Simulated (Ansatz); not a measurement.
A nudged elastic band was laid between two geometries of H5NSi2 (8 atoms, charge 0, multiplicity 1).

The calculation used RKS r2SCAN-D4/cc-pVDZ in Ansatz 0.2.0.

| Quantity | Value |
| --- | --- |
| movable images | 5 |
| climbing image | yes |
| spring | 5.0 eV/Å² |
| optimiser | quadratic models (default) |
| start path | straight line |
| force threshold | 0.05 eV/Å |
| iteration limit | 60 |
| end points | relaxed |

First end point:

```xyz
8
Properties=species:S:1:pos:R:3
N -1.497 0.929 -1.571
Si -0.101 0.828 -0.727
Si 0.603 -0.718 0.911
H -2.183 0.196 -1.354
H 0.896 1.897 -1.048
H 0.908 0.004 2.190
H 1.850 -1.410 0.450
H -0.476 -1.727 1.148
```

Last end point:

```xyz
8
Properties=species:S:1:pos:R:3
N -1.703 0.349 -1.214
Si -0.200 0.688 -0.668
Si 0.670 -0.740 0.966
H -2.062 0.992 -1.931
H 0.701 1.826 -1.097
H 0.996 0.046 2.200
H 1.937 -1.366 0.466
H -0.339 -1.795 1.278
```

(1) What changes between the two ends?

(2) What energy profile does the band end with?

(3) What is the geometry of the highest image?

Results:

(1) No bond is made or broken. The dihedral H4–N1–Si2–Si3 changes from 0 to 180° by way of a nearly straight angle H4–N1–Si2 (up to 180°), not by a turn about the bond.

(2) The run converged. The highest image is number 3 of 0 to 6, 0.38 eV above the first end and 0.36 eV above the last; the last end lies 0.02 eV above the first. Another band between the same ends (5 images) ends at a top of the same energy, where a vibrational analysis finds 1 clearly imaginary mode.

```
image  path coordinate (Å)  energy (eV)  angle H4–N1–Si2 (°)
    0                 0.00         0.00                  115
    1                 0.30         0.03                  122
    2                 0.60         0.21                  147
    3                 0.89         0.38                  180
    4                 1.17         0.24                  151
    5                 1.44         0.06                  127
    6                 1.71         0.02                  115
```

(3) 
```xyz
8
Properties=species:S:1:pos:R:3:forces:R:3
N -1.519 0.658 -1.376 -0.01 0.01 -0.01
Si -0.113 0.773 -0.680 0.00 0.00 0.00
Si 0.663 -0.732 0.959 0.00 0.00 0.00
H -2.417 0.579 -1.814 0.00 -0.01 0.01
H 0.863 1.874 -1.020 0.00 0.00 0.00
H 1.001 0.010 2.218 0.00 0.00 0.00
H 1.914 -1.408 0.477 0.00 0.00 0.00
H -0.392 -1.754 1.236 0.00 0.00 0.00
```

Run time: 2.7 min on 1 thread of Arm Neoverse V2, with other jobs on the host, peak memory 0.14 GiB.
